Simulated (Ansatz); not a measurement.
We consider hcp Tl, described by BLYP (plane waves, PAW; Ansatz, an electronic-structure program).

Settings: plane-wave cutoff 520 eV, 18×18×10 k mesh (along the axes of the cell as run), Fermi–Dirac smearing 0.05 eV, scalar-relativistic PAW data made under PBE.

The cell is scaled about its equilibrium volume:

Shape and atoms are relaxed at each volume.

```json
[
 {"V (Å³/atom)": "34.150", "P (GPa)": "0.80", "c (Å)": "5.720", "a (Å)": "3.713"},
 {"V (Å³/atom)": "34.862", "P (GPa)": "0.38", "c (Å)": "5.739", "a (Å)": "3.745"},
 {"V (Å³/atom)": "35.573", "P (GPa)": "0.00", "c (Å)": "5.758", "a (Å)": "3.777"},
 {"V (Å³/atom)": "36.285", "P (GPa)": "-0.33", "c (Å)": "5.776", "a (Å)": "3.809"},
 {"V (Å³/atom)": "36.996", "P (GPa)": "-0.62", "c (Å)": "5.792", "a (Å)": "3.841"}
]
```

Note: the cell is over a tenth larger than the published one: the level's own overestimate first of all, though another phase or state, or a fault of the published cell, is possible; the bulk modulus comes from volumes at which shape and atoms were relaxed.
